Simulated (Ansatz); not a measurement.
Input file:

```yaml
crystal:
  periodic: [false, false, false]
  atoms:
    - {symbol: Si, position_ang: [0.000000, 0.000000, 0.000000]}
    - {symbol: Cl, position_ang: [0.000000, 0.000000, 2.057900]}
basis:
  gaussian: {orbitals: 6-31G}
magnetization: {spin_polarized: true, initial_magnetization: 3}
hamiltonian: {xc: {name: PBE0}}
output: {orbitals: {seedname: orbitals}}
```

```sh
$ ansatz run in.yaml --threads 1 --pin off --events-out ev --progress --plain --max-ram 2393MiB
```

**Question.** Roughly how long does this take on 1 thread of Arm Neoverse N1, shared host, and how much host memory?

**Answer.** 0.97 s wall and 0.17 GiB.

```
280 factors; integrals over basis functions are off by at most 1.1e-4 eV
mean field evaluation 1: about -20386.7016 eV, gradient 3.3e0 eV
mean field evaluation 2: about -20386.9719 eV, gradient 1.5e0 eV
mean field evaluation 4: about -20387.0104 eV, gradient 2.2e-1 eV
mean field evaluation 8: about -20387.0136 eV, gradient 2.5e-3 eV
mean field -20387.01361362 eV, -749.2089314862 hartree, gradient 4.8e-5 eV, S^2 3.751045; 0 other end points of the search recorded, 0 dependent functions left out
reference -20387.01363316 eV, -749.2089322043 hartree; 17, 14 occupied and 9, 12 virtual orbitals, 280 factors
Total energy: -20387.01363316 eV, -749.2089322043 hartree
```
